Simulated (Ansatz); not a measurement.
System: CH₂, net charge 1, doublet state. 
Structure (B3LYP-D3(BJ)/def2-TZVP (Ansatz, a first-principles code) minimum search):
```
C
H 1 1.0973
H 1 1.0973 2 141.38
```
Charge +1, spin multiplicity 2.

Basis-set convergence of Hartree-Fock and CCSD(T) correlation energies (hartree) with Ansatz. Valence correlation only, unless marked. UHF or UKS for open shells. No spin-orbit coupling. Non-relativistic.

```json
[
 {"basis": "aug-cc-pVDZ", "functions": "41", "E(HF)": "-38.57207", "E(corr, CCSD(T))": "-0.09965"},
 {"basis": "aug-cc-pVTZ", "functions": "92", "E(HF)": "-38.58154", "E(corr, CCSD(T))": "-0.11840"},
 {"basis": "aug-cc-pVQZ", "functions": "172", "E(HF)": "-38.58361", "E(corr, CCSD(T))": "-0.12349"}
]
```

Extrapolating the two largest sets (X = 3 and 4) as X^-3: E(corr) = (64·(-0.12349) - 27·(-0.11840))/37 = -0.1272 Eh, an estimate of the basis-set limit. The largest set recovers 97.1 % of it, the smallest 78.3 %.
